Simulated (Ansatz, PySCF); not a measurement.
Breaking a bond: Na2, singlet. Each curve is given relative to its own lowest point near equilibrium.

```json
[
 {"R / Å": "2.50", "A": "0.266", "B": "0.266", "C": "0.233"},
 {"R / Å": "2.65", "A": "0.135", "B": "0.135", "C": "0.112"},
 {"R / Å": "2.78", "A": "0.062", "B": "0.062", "C": "0.047"},
 {"R / Å": "2.93", "A": "0.015", "B": "0.015", "C": "0.008"},
 {"R / Å": "3.01", "A": "0.004", "B": "0.004", "C": "0.000"},
 {"R / Å": "3.10", "A": "0.000", "B": "0.000", "C": "0.000"},
 {"R / Å": "3.16", "A": "0.002", "B": "0.002", "C": "0.005"},
 {"R / Å": "3.29", "A": "0.019", "B": "0.019", "C": "0.026"},
 {"R / Å": "3.45", "A": "0.056", "B": "0.056", "C": "0.067"},
 {"R / Å": "3.52", "A": "0.077", "B": "0.077", "C": "0.089"},
 {"R / Å": "3.81", "A": "0.184", "B": "0.181", "C": "0.197"},
 {"R / Å": "4.14", "A": "0.327", "B": "0.300", "C": "0.337"},
 {"R / Å": "4.61", "A": "0.537", "B": "0.441", "C": "0.534"},
 {"R / Å": "5.09", "A": "0.735", "B": "0.542", "C": "0.712"},
 {"R / Å": "5.70", "A": "0.947", "B": "0.618", "C": "0.895"},
 {"R / Å": "6.26", "A": "1.100", "B": "0.652", "C": "1.022"},
 {"R / Å": "6.77", "A": "1.208", "B": "0.667", "C": "1.109"},
 {"R / Å": "7.46", "A": "1.316", "B": "0.674", "C": "1.193"},
 {"R / Å": "8.31", "A": "1.402", "B": "0.676", "C": "1.259"},
 {"R / Å": "9.24", "A": "1.458", "B": "0.676", "C": "1.303"}
]
```

Energies in eV.

**Question.** Assign the columns to these levels of theory: restricted B3LYP/6-311+G**, spherical d run with PySCF 2.14.0; restricted PBE0/cc-pVTZ run with Ansatz (a quantum-chemistry and plane-wave program); unrestricted PBE0/cc-pVTZ (Ansatz).

**Answer.** A is RKS-PBE0; B is UKS-PBE0; C is RKS-B3LYP/6-311+G**.

The unrestricted determinant behind UKS-PBE0 is spin-contaminated at 3.81 to 9.24 Å (<S²> up to 1.0, against 0.00 for a pure singlet). The restricted form behind RKS-B3LYP/6-311+G**, RKS-PBE0 keeps the bonding electrons paired and can't separate into open-shell fragments.
